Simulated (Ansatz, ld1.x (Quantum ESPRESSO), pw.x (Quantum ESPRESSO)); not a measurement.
# From atom to crystal: PAW potential for oxygen (O)

ld1.x (Quantum ESPRESSO) 7.5 input, shortened:

```
&input
   title='O', zed=8., rel=1, dft='PBESOL', iswitch=3,
   config='[He] 2s2 2p4'
 /
 &inputp
   pseudotype=3, lpaw=.true., tm=.true., lloc=-1, rcloc=1.55,
   nlcc=.true., new_core_ps=.true., rcore=0.65,
   which_augfun='PSQ', rmatch_augfun=0.55
 /
4
2S  1  0   2.00   0.00  0.55  0.70  0.0
2S  1  0   0.00   0.55  0.55  0.70  0.0
2P  2  1   4.00   0.00  1.65  1.95  0.0
2P  2  1   0.00   1.40  1.65  1.95  0.0
 &test
   configts(1)='2s2 2p4'
 /
```

Atomic tests: cutoffs needed: 70 Ry and 90 Ry (the cutoffs (Ry, on a coarse ladder) from which the occupation-weighted sum of valence levels, in a spherical-Bessel basis at the reference potential, stays within 10 and 1 mRy of its value at 400 Ry); ghost test: no extra level below or beside the all-electron valence levels (s, p, d, f tested) (spherical-Bessel basis up to 400 Ry, 20 bohr box); configuration tests: test run stopped at test 2 of 7 (negative rho).

Crystal test: bcc O in pw.x 7.5, no spin, 18³ k-points, Fermi–Dirac smearing 0.01 Ry, cutoffs 110/900 Ry. The reference is all-electron LAPW (Ansatz 0.2.0) with the same functional, mesh and smearing; V0 and B0 come from Birch–Murnaghan fits to the pressures at five volumes. Errors are pseudo minus all-electron; Δ is the rms difference of the E(V) curves that follow from these fits, minima aligned, over ±6 % about the mean V0. Mesh and smearing are coarse, so the numbers serve the comparison and aren't converged zero-temperature values; the lattice is a test structure that the element need not adopt. Spin polarisation is left out.

All-electron: a0 = 2.448 Å (V0 = 7.33 Å³/atom), B0 = 180.6 GPa.

Task: How far does the potential miss the all-electron equation of state?

Result: mean pressure error (GPa): +1.34; a0 (Å): 2.453; a0 error (%): +0.23; B0 error (%): -0.2; Δ (meV/atom): 2.0. Atomic configuration tests: test run stopped at test 2 of 7 (negative rho).

```csv
V (Å³/atom),P all-electron (GPa),P pseudo (GPa)
6.902,12.61,14.27
7.083,6.79,8.27
7.265,1.73,3.06
7.447,-2.67,-1.49
7.628,-6.50,-5.43
```

Task: At the middle volume, how do free energy and pressure move when the wave cutoff is lowered (ecutrho held at 900 Ry)?

Result:

```tsv
cutoff (Ry)	shift of F (meV/atom)	shift of P (GPa)
50	+566.7	-36.07
66	+113.7	-12.35
88	+4.0	-1.03
```

The run at the middle volume (195 k-points, 6 iterations) took about 20 s on one core of a shared host (Neoverse-V2, 96 threads, 742 GiB, load 68).
